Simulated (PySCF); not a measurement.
Lithium amide, H2LiN.
SMILES: `[Li][NH2]`

The closed-shell ground state was solved at several levels (PySCF, density fitting, gas phase, non-relativistic). Isolated species at its PBE0-D3(BJ)/def2-SVP geometry, gas phase.

```json
{"level": "CAM-B3LYP/pcSseg-2", "basis functions": "85", "HOMO (eV)": "-6.14", "LUMO (eV)": "-0.55", "gap (eV)": "5.59", "dipole (D)": "4.58"}
{"level": "B97-2/pcJ-1", "basis functions": "58", "HOMO (eV)": "-4.02", "LUMO (eV)": "-0.74", "gap (eV)": "3.28", "dipole (D)": "4.32"}
{"level": "B3LYP/def2-TZVP", "basis functions": "57", "HOMO (eV)": "-4.42", "LUMO (eV)": "-1.14", "gap (eV)": "3.28", "dipole (D)": "4.43"}
{"level": "LDA/pcJ-1", "basis functions": "58", "HOMO (eV)": "-3.12", "LUMO (eV)": "-1.13", "gap (eV)": "1.99", "dipole (D)": "3.98"}
{"level": "B3LYP/cc-pVTZ", "basis functions": "88", "HOMO (eV)": "-4.49", "LUMO (eV)": "-1.14", "gap (eV)": "3.35", "dipole (D)": "4.45"}
```

(1) Estimate the row for PBE/pcJ-1, a basis of 58 functions; the other rows only guide the guess.

(2) Over all these levels, which gives the widest orbital gap and which the narrowest?

(3) How far do the dipole and the HOMO energy spread over the levels?

## Answers

(1) HOMO -2.98 eV, LUMO -1.24 eV, gap 1.74 eV, dipole 4.05 D.

(2) CAM-B3LYP/pcSseg-2 (range-separated hybrid) has the widest, 5.59 eV, and PBE/pcJ-1 (GGA) the narrowest, 1.74 eV. Functional and basis both differ between the two, so the spread mixes both effects.

(3) The dipole runs from 3.98 to 4.58 D (mean 4.30 D) and the HOMO from -6.14 to -2.98 eV.
